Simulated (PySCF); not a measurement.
**Curvature of the energy in the electron number along the third row**

Calculated with PySCF 2.14, in def2-SVP, non-relativistic: one orbital is emptied in steps, and each cell gives the departure of E from the straight line at half an electron, in eV (from a cubic fit). The exact functional gives zero.

| species | orbital | LDA | PBE | r2SCAN | PBE0 | BHandHLYP | wB97X | UHF |
| --- | --- | --- | --- | --- | --- | --- | --- | --- |
| Al | 3p alpha | -0.78 | -0.77 | -0.70 | -0.55 | -0.37 | -0.05 | 0.07 |
| Si | 3p alpha | -0.96 | -0.93 | -0.85 | -0.67 | -0.42 | -0.09 | 0.12 |
| P | 3p alpha | -1.13 | -1.09 | -0.99 | -0.78 | -0.49 | -0.17 | 0.15 |
| Cl | 3p beta | -1.36 | -1.31 | -1.20 | -0.92 | -0.58 | -0.31 | 0.23 |
| Ar | 3p beta | -1.53 | -1.47 | -1.34 | -1.04 | -0.63 | -0.41 | 0.26 |

Q: Estimate the missing row, S.

A: The calculation gives LDA -1.20; PBE -1.15; r2SCAN -1.04; PBE0 -0.81; BHandHLYP -0.53; wB97X -0.23; UHF 0.20.

Q: How does the mean departure depend on the functional?

A: LDA -1.16 eV; PBE -1.12 eV; r2SCAN -1.02 eV; PBE0 -0.80 eV; BHandHLYP -0.50 eV; wB97X -0.21 eV; UHF 0.17 eV. Semilocal functionals are convex (delocalisation error), Hartree-Fock is concave or straight, and exact exchange removes curvature roughly in proportion to its share, so among the functionals the range-separated hybrids usually come closest to zero.
